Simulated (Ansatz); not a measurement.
Abridged output of a molecular run in Ansatz:

```
Functional definition: HF
1526 factors; integrals over basis functions are off by at most 1.2e-3 eV
mean field evaluation 1: about -19449.5052 eV, gradient 4.1e1 eV
mean field evaluation 2: about -19449.5297 eV, gradient 4.1e1 eV
mean field evaluation 4: about -19453.0203 eV, gradient 2.4e0 eV
mean field evaluation 8: about -19453.0589 eV, gradient 2.7e-1 eV
mean field -19453.05957052 eV, -714.8867534594 hartree, gradient 3.7e-6 eV, S^2 0.000000; 0 other end points of the search recorded, 0 dependent functions left out
7 core orbitals not correlated: weight in the atoms' cores, before any rotation towards them, 1.000 or more for the frozen orbitals, at most 0.000 for the correlated occupied ones
reference -19453.05957052 eV, -714.8867534594 hartree; 12, 12 occupied and 231, 231 virtual orbitals, 1526 factors
second order -18.60076846 eV of doubles, -0.00000000 eV of singles
cycle   1  -18.99883557 eV  change   -4.0e-1 eV  update   6.5e-2
cycle   2  -19.28235292 eV  change   -2.8e-1 eV  update   1.9e-2
cycle   3  -19.33983532 eV  change   -5.7e-2 eV  update   8.9e-3
cycle   4  -19.33415356 eV  change    5.7e-3 eV  update   2.4e-3
cycle   5  -19.33357658 eV  change    5.8e-4 eV  update   1.2e-3
cycle   6  -19.33381392 eV  change   -2.4e-4 eV  update   3.1e-4
cycle   7  -19.33371783 eV  change    9.6e-5 eV  update   1.1e-4
cycle   8  -19.33369414 eV  change    2.4e-5 eV  update   3.4e-5
cycle   9  -19.33369264 eV  change    1.5e-6 eV  update   1.1e-5
perturbative correction -0.64471113 eV, -0.0236926970 hartree
Total energy: -19473.03797429 eV, -715.6209462559 hartree
```

Its atoms:

```xyz
5

N    -0.156    0.851    0.387
Mg    0.155   -0.831   -0.379
Cl    0.514   -2.791   -1.271
H     0.541    1.476    0.759
H    -1.054    1.296    0.505
```

Q: Which basis set was used?
A. def2-QZVPP
B. cc-pV(D+d)Z
C. def2-SVPD
D. cc-pV(T+d)Z

A: A. It gives 250 functions.

Q: Write the keys of the input that set method, charge and spin (a neutral closed shell needs none for the last two).

A: 
```yaml
correlation: {method: ccsd_t}
```
